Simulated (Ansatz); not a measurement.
Geometry optimisation, Ansatz 0.2.0, RKS r2SCAN-D4/def2-SVP.

input.yaml

```yaml
crystal:
  periodic: [false, false, false]
  atoms:
    - { symbol: Al, position_ang: [0.0, 0.0, 0.0] }
    - { symbol: F, position_ang: [1.2241, 0.0, 1.44] }
    - { symbol: H, position_ang: [1.739, 0.0, 0.2708] }
    - { symbol: H, position_ang: [-1.351, 0.0, -0.78] }
basis:
  gaussian: { orbitals: def2-SVP }
hamiltonian:
  xc: r2scan
  dispersion: d4
relax:
  f_tol: 0.15
  max_steps: 25
  restrain:
    - { distance: [1, 2], at: 2.12, k: 30.0 }
    - { distance: [0, 1], at: 1.69, k: 30.0 }
    - { distance: [0, 2], at: 1.56, k: 30.0 }
```

Run as:

```bash
$ ansatz run input.yaml --threads 1 --pin off --max-ram 2048MiB --backend cpu --events-out ev --progress --plain --runs-dir out
```

Task: Where does it end, and by what steps?

Result: It converged. The restraints hold the end off the free minimum; the threshold counts their pulls, which the force column leaves out. Restrained pairs: F2–H3 (1.28 → 2.19 Å), Al1–F2 (1.89 → 1.67 Å), Al1–H3 (1.76 → 1.54 Å). After 4 steps the energy has fallen by 3.456 eV (the restraints' own energy left out); F2 moved furthest, 0.55 Å.

| step | energy less start (eV) | largest force component (eV/Å) | accepted |
| --- | --- | --- | --- |
| 0 | 0.0000 | 3.176 | yes |
| 1 | -1.3935 | 2.948 | yes |
| 2 | -2.5854 | 2.472 | yes |
| 3 | -3.4102 | 1.594 | yes |
| 4 | -3.4558 | 1.633 | yes |

```xyz
4
Properties=species:S:1:pos:R:3
Al 0.274 0.000 0.064
F 0.722 0.000 1.669
H 1.787 0.000 -0.239
H -1.171 0.000 -0.563
```

Time of the run: 8.9 s on 1 thread of Arm Neoverse V1, on a shared host, peak memory 0.1 GiB.
